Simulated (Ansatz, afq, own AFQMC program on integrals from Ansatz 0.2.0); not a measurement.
Where AFQMC and coupled cluster stand for GaNH₃, doublet

```xyz
5

N     0.0000   -0.0685    1.3024
Ga    0.0000    0.0337   -0.2990
H     0.0000   -0.8343    1.7484
H     0.0000    0.6291    1.8453
H     0.0000   -1.1728   -1.0118
```

Connectivity, by distances: NH2–GaH.

Basis cc-pVDZ. Only valence electrons are correlated. Integrals, coupled cluster, full CI and functionals: Ansatz 0.2.0; the random walks run on the same integrals in our own AFQMC program. ph-AFQMC/CISD is guided by a CISD state made of CCSD amplitudes; releasing the constraint for a short imaginary time cuts its bias at the price of noise, slowly where states lie close. Uncertainties: one standard error, sampling alone. No spin–orbit coupling.

Determinant: UHF, the one that the program's search chose, which needn't be the lowest solution. The geometry is a point of a scan.

No full CI on the walks' own integrals is used here; CCSDT(Q) serves as the reference and is uncertain by about the last step of the cluster series.

Cautions: no relativity below Rb; no spin-orbit coupling; inner d shell frozen; the released energies move by 1.5 errors or more from one time to the next, so no released level is given (meV from the phaseless value at times in 1/Eh: -20 ± 12 at 0.24, -35 ± 12 at 0.51, -30 ± 10 at 0.99, -31 ± 13 at 1.62, -60 ± 16 at 2.40), though the last usable value meets CCSDT(Q) within the noise.

The T1 diagnostic is 0.0134. The weight of the determinant in the CISD state is 0.912, the ⟨S²⟩ of the determinant is 0.754 and the size of the correlated space is 11 electrons in 41 orbitals.

Reference: CCSDT(Q), correlation energy -6.668 eV.

| level | E − E(reference) (kcal/mol) | share of correlation (%) |
| --- | --- | --- |
| HF | 153.77 | 0.00 |
| MP2 | 16.90 | 89.01 |
| CCSD | 3.84 | 97.50 |
| CCSD(T) | 0.59 | 99.61 |
| CCSDT | 0.28 | 99.82 |
| ph-AFQMC/CISD | 0.70 ± 0.25 | 99.55 |

A walk keeps the symmetry of its determinant, which the program's search chose and which needn't be the lowest solution, so a lower state of the same spin and another symmetry isn't excluded.
